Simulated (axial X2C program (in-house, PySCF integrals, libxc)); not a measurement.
**O₂⁺: cheaper levels and CCSD(T), two-component**

Computed with an axial X2C code built on PySCF integrals. Two-component (2c) means X2C with spin–orbit coupling and atomic mean-field two-electron Coulomb and Gaunt terms. Basis: O dyall-av3z [7s6p3d2f] (cores contracted in-house); Gaussian nuclei, density fitting, unrestricted open shells. Masses: O 15.995 u.

State: Ω = 1/2 (⟨Sz⟩ = -0.50, ⟨Lz⟩ = 1.00 at HF); fragments O+ + O.

```tsv
level	Re (Å)	ωe (cm⁻¹)	De (eV)
PBE0	1.099	2123.8	6.80
HF	1.061	2488.8	1.38
CCSD	1.108	2027.7	5.97
TPSSh	1.111	2013.8	6.68
```

Correlated methods: 11 electrons correlated (number of frozen shells: O 1 s), 197 virtual spin orbitals or spinors in MP2, 90 natural virtuals in coupled cluster.

CCSD(T), same Hamiltonian and basis:

Re = 1.120 Å, ωe = 1909.8 cm⁻¹, De = 6.41 eV; T1 = 0.013 (Lee–Taylor normalisation).

Task: Give the differences from CCSD(T) in the columns below.

Result: 

```json
{"level": "PBE0", "ΔRe (Å)": "-0.021", "Δωe (cm⁻¹)": "214", "ΔDe (eV)": "0.39"}
{"level": "HF", "ΔRe (Å)": "-0.059", "Δωe (cm⁻¹)": "579", "ΔDe (eV)": "-5.03"}
{"level": "CCSD", "ΔRe (Å)": "-0.012", "Δωe (cm⁻¹)": "118", "ΔDe (eV)": "-0.44"}
{"level": "TPSSh", "ΔRe (Å)": "-0.009", "Δωe (cm⁻¹)": "104", "ΔDe (eV)": "0.27"}
```

Occupations by symmetry block were frozen at the best pattern of an incomplete PBE0 search. Dissociation energies refer to the lowest single-determinant-based atoms at the same level and basis. Density functionals use the spin component along the axis (collinear). Coupled cluster ran in a truncated set of natural virtual spinors; the MP2 energy of the rest was added. (T) has no such correction and the atoms are truncated less, which lowers De at CCSD(T) by a hundredth of an eV or more. The 2c atoms are single determinants rather than J levels; their spin–orbit lowering is only partly caught, and De is too large by that part. This holds for PBE0, TPSSh. Without a current term, density functionals place determinants with orbital angular momentum somewhat too high.
